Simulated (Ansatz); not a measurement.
# C2H5FOS: the cost of one run

All numbers below are computed with Ansatz 0.2.0 (RKS BHLYP-D4/cc-pVDZ).

### 1 The structure to begin with

Bond lengths: C2–C3 1.409 Å, C3–S4 1.760 Å, C3–O5 1.272 Å, C2–H8 1.078 Å, C2–H9 1.084 Å, S4–H10 1.332 Å. Angles: C2–C3–S4 119.7°, C2–C3–O5 122.7°, S4–C3–O5 117.1°, C3–C2–H8 116.6°, C3–C2–H9 115.5°, H8–C2–H9 113.4°, C3–S4–H10 94.9°.

Structure file:

```xyz
10

H     0.4271    0.5685    1.2592
C     0.7727   -0.5560    0.5140
C    -0.1579   -0.2793   -0.5069
S    -1.2481   -1.5454   -1.0612
O    -0.3616    0.8958   -0.9505
H    -0.0990    1.6389    0.0508
F     0.1377    1.7444    1.2254
H     0.7486   -1.5497    0.9322
H     1.7769   -0.1839    0.3432
H    -1.9964   -0.7333   -1.8062
```

### 2 A restrained relaxation towards end A

Springs on the bonds that form and break draw the guess towards this end; the thresholds are loose.

File input.yaml:

```yaml
crystal:
  periodic: [false, false, false]
  atoms:
    - { symbol: H, position_ang: [0.4271, 0.5685, 1.2592] }
    - { symbol: C, position_ang: [0.7727, -0.556, 0.514] }
    - { symbol: C, position_ang: [-0.1579, -0.2793, -0.5069] }
    - { symbol: S, position_ang: [-1.2481, -1.5454, -1.0612] }
    - { symbol: O, position_ang: [-0.3616, 0.8958, -0.9505] }
    - { symbol: H, position_ang: [-0.099, 1.6389, 0.0508] }
    - { symbol: F, position_ang: [0.1377, 1.7444, 1.2254] }
    - { symbol: H, position_ang: [0.7486, -1.5497, 0.9322] }
    - { symbol: H, position_ang: [1.7769, -0.1839, 0.3432] }
    - { symbol: H, position_ang: [-1.9964, -0.7333, -1.8062] }
basis:
  gaussian: { orbitals: cc-pVDZ }
hamiltonian:
  xc: { name: BHLYP }
  dispersion: d4
relax:
  f_tol: 0.15
  max_steps: 25
  restrain:
    - { distance: [4, 5], at: 2.27, k: 30.0 }
    - { distance: [0, 6], at: 2.18, k: 30.0 }
    - { distance: [1, 0], at: 1.07, k: 30.0 }
    - { distance: [5, 6], at: 0.88, k: 30.0 }
output:
  orbitals: {}
```

On the command line:

```
> ansatz run input.yaml --threads 2 --pin off --max-ram 3072MiB --backend cpu --events-out ev --progress --plain --runs-dir out
```

Q: Estimate wall time and peak memory on 2 threads of Intel Xeon 6975P-C (Granite Rapids), shared host.

About 23 s, with a peak of 0.26 GiB.
